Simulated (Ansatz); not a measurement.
```yaml
crystal:
  periodic: [false, false, false]
  atoms:
    - {symbol: Pt, position_ang: [0.000000, -0.000001, -0.000811]}
    - {symbol: H, position_ang: [1.604111, 0.013297, 0.052749]}
    - {symbol: H, position_ang: [-0.813508, 1.382707, 0.049578]}
    - {symbol: H, position_ang: [-0.790645, -1.395714, 0.054714]}
basis:
  gaussian: {orbitals: def2-TZVP}
magnetization: {spin_polarized: true, initial_magnetization: 3}
hamiltonian: {xc: pbe0}
relax: {f_tol: 0.004, max_steps: 80}
```

```sh
$ ansatz run in.yaml --threads 1 --pin off --events-out ev --progress --plain --max-ram 2176MiB
```

Steps of the relaxation (energy above the last step; positions in Å, forces in eV/Å):

```
4
step 1, 28.5 meV
Pt    0.000    0.000   -0.001    0.000    0.000    0.075
H     1.604    0.013    0.053    0.521    0.004   -0.025
H    -0.814    1.383    0.050   -0.264    0.449   -0.026
H    -0.791   -1.396    0.055   -0.257   -0.453   -0.024
```

```
4
step 2, 0.4 meV
Pt    0.000    0.000    0.030    0.000    0.000    0.028
H     1.641    0.014    0.042   -0.045    0.000   -0.009
H    -0.832    1.415    0.039    0.023   -0.038   -0.009
H    -0.809   -1.428    0.044    0.022    0.039   -0.009
```

```
4
step 3, 0.0 meV
Pt    0.000    0.000    0.039    0.000    0.000    0.000
H     1.638    0.014    0.039   -0.002    0.000    0.000
H    -0.831    1.412    0.036    0.001   -0.002    0.000
H    -0.807   -1.425    0.041    0.001    0.002    0.000
```

Close pairs at the end: Pt1–H3 1.638 Å, Pt1–H2 1.638 Å, Pt1–H4 1.638 Å.

A stationary point of unrestricted PBE0 after 3 steps, with ⟨S²⟩ = 3.753 against 3.75 for a pure state; no frequencies were run, so it isn't proven a minimum. 3.7 s on 1 thread of AMD EPYC 9R45, shared host.
